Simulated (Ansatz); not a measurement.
Base system: Au in the fcc (Cu type) structure (space group Fm-3m, No. 225; a = 4.124 Å).

Calculations: Kohn–Sham DFT with the r2SCAN functional, run in Ansatz (an electronic-structure program) with PAW and 500 eV plane waves, without spin-orbit coupling, earlier PAW set.

Perturbation: full substitution Au → Ag, then cell and atoms are relaxed.

Measured lattice parameter a: Au 4.062 Å (static lattice; corrected from measurement; as listed in Daniel Mejia-Rodriguez, S. B. Trickey, Phys. Rev. B (2018)); Ag 4.062 Å (static lattice; corrected from measurement; as listed in Daniel Mejia-Rodriguez, S. B. Trickey, Phys. Rev. B (2018)).

Question: How well does r2SCAN reproduce the measured shift?

Answer: With r2SCAN the lattice parameter a moves by -0.019 Å (4.124 → 4.106) against +0.000 Å measured.

Whether these cells are dynamically stable was not tested.
